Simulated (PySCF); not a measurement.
C5H9 (doublet state).
Structure used (GFN2-xTB), in Å, numbered top down from 1:
```xyz
14
C5H9 angstrom
C      2.576    0.396    0.203
C      1.732   -0.455   -0.283
C      0.313   -0.743   -0.422
C     -0.599    0.354    0.169
C     -2.068   -0.017    0.026
H      3.644    0.266    0.100
H      2.292    1.301    0.747
H      0.092   -1.693    0.075
H      0.076   -0.865   -1.484
H     -0.350    0.490    1.222
H     -0.400    1.295   -0.348
H     -2.322   -0.179   -1.019
H     -2.287   -0.928    0.579
H     -2.700    0.779    0.412
```

The hyperfine couplings belong to this conformer and change with its torsions.

Identity: `C=[C]CCC` [radical].

Level of theory: UKS B3LYP, pcH-1 on C H, non-relativistic, mean-field spin-orbit, GIAO in PySCF 2.14.0. The structure is a single GFN2-xTB conformer in the gas phase; no vibrational or solvent corrections. Couplings are sensitive to structure, and on GFN2-xTB geometries they can be far from those on DFT ones. No stability test was run, so a lower SCF solution isn't excluded.

(1) Match the computed a_iso(13C) values +261.1, +57.7, +9.5, -7.3, +4.2 MHz with the sites C1; C2; C3; C4; C5.

(2) The isotropic 1H couplings, averaged over equivalent nuclei, are +181.1, +119.8, +25.1, -4.7, +2.8 MHz. Assign them to H6; H7; H8/H9; H10/H11; H12/H13/H14.

## Answers

(1) 
```tsv
site	a_iso (MHz)	ρ(0) (bohr⁻³)	position	distance from C2 (Å)	spin population	largest |T| (MHz)
C1	-7.3	-0.0065	1 bond from C2	1.29	-0.16	17.1
C2	+261.1	+0.2323	largest spin population	0.00	+0.99	144.1
C3	+9.5	+0.0084	1 bond from C2	1.45	-0.05	9.3
C4	+57.7	+0.0514	2 bonds from C2	2.51	+0.06	13.8
C5	+4.2	+0.0038	3 bonds from C2	3.84	+0.01	2.6
```

(2) 
```
       site  a_iso (MHz)  ρ(0) (bohr⁻³)                                         position  distance from C2 (Å)  bound to  spin population there  largest |T| (MHz)
         H6       +119.8        +0.0268  2 bonds from C2, on C1 of spin population -0.16                  2.08        C1                  -0.16               11.5
         H7       +181.1        +0.0405  2 bonds from C2, on C1 of spin population -0.16                  2.11        C1                  -0.16                6.4
      H8/H9        +25.1        +0.0056                                  2 bonds from C2                  2.09        C3                  -0.05               12.0
    H10/H11         -4.7        -0.0011                                  3 bonds from C2                  2.75        C4                  +0.06                6.4
H12/H13/H14         +2.8        +0.0006                                  4 bonds from C2                  4.31        C5                  +0.01                2.3
```

ρ(0) is the spin density at the nucleus and T the dipolar tensor; entries for several nuclei are means. The Mulliken spin populations are largest on C2 (+0.99), C1 (-0.16), H7 (+0.09) and C4 (+0.06). No atom but C2 exceeds +0.15. The positive populations add up to 1.22 and the negative ones to -0.22, together 2S = 1.

Class means assume fast exchange of nuclei equivalent by connectivity; if that motion is slow, each nucleus keeps its own coupling. The three 1H nuclei of mean +2.8 MHz run from 0.0 to 8.3 MHz in the frozen geometry. The 1H value of +25.1 MHz is a mean of couplings from 21.3 to 28.9 MHz in this one geometry, not an average over conformers.
